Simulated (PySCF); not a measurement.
The same gas-phase reaction for F, Cl, Br:
- 2 SiH2F2 + H2 → 2 SiH3F + F2
- 2 SiH2Cl2 + H2 → 2 SiH3Cl + Cl2
- 2 SiH2Br2 + H2 → 2 SiH3Br + Br2

Energies from PySCF, thermal terms from the rigid-rotor harmonic-oscillator model, ideal gas at 1 bar. † marks an energy on the PBE0/def2-TZVP geometry and frequencies; other levels use their own. MP2 and CCSD(T) freeze the core. All species are closed-shell singlets. Br: all electrons, no relativistic terms. MP2 isn't extrapolated to the basis-set limit. CCSD(T) isn't extrapolated to the basis-set limit.

ΔH°(298 K) in kJ, by level:

```tsv
level	F	Cl	Br
ωB97M-V/def2-TZVP†	818.5	?	258.3
MP2/def2-SVP†	804.6	?	266.4
PBE0/def2-TZVP	802.3	?	251.6
CCSD(T)/def2-TZVPP†	819.8	?	257.4
ωB97X-V/def2-TZVP†	807.9	?	253.7
PBE0/def2-SVP†	756.7	?	245.0
PBE0/def2-QZVP†	809.0	340.1	249.1
```

Complete the blanks.


- ωB97M-V/def2-TZVP†, Cl: 351.3
- MP2/def2-SVP†, Cl: 367.9
- PBE0/def2-TZVP, Cl: 342.1
- CCSD(T)/def2-TZVPP†, Cl: 349.1
- ωB97X-V/def2-TZVP†, Cl: 347.6
- PBE0/def2-SVP†, Cl: 346.9
